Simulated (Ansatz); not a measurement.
Born–Oppenheimer molecular dynamics of AlClFH (4 atoms, charge 0, multiplicity 1). It starts from a relaxed structure.

All numbers below come from RKS B3LYP/def2-SVP (Ansatz).

```yaml
ensemble: NVE (velocity Verlet)
time_step: 4 fs
steps_asked: 40
starting_velocities_drawn_for: 200 K
seed: 146420
```

First frame:

```xyz
4
Properties=species:S:1:pos:R:3
Al 0.036 0.000 -0.003
H -0.002 0.000 1.558
Cl 1.821 0.000 -1.096
F -1.387 0.000 -0.859
```

Problem. How far do the bonds stretch over the last three quarters of this one trajectory? (Pairs bonded in most of those frames.)

Solution. 
```
   bond  mean (Å)  spread (Å)  shortest  longest
 Al1–H2     1.568       0.042      1.50     1.62
Al1–Cl3     2.093       0.010      2.08     2.11
 Al1–F4     1.665       0.023      1.63     1.70
```

Mean temperature of the second half: 94 K. The conserved energy wandered by up to 5.5 meV per atom (net 1.4 meV per atom), which is poor conservation. Over the second half the temperature averaged 0.47 of the 200 K drawn at the start: a run that starts near a minimum puts about half its kinetic energy into the potential. A step of 4 fs is long for free X–H stretches (periods near 10 fs) and can bias their spread and the temperature. A run of 0.16 ps of so small a system gives no equilibrium averages.

Time of the run: 57 s on 1 thread of Arm Neoverse V1 (shared host), peak memory 0.096 GiB.
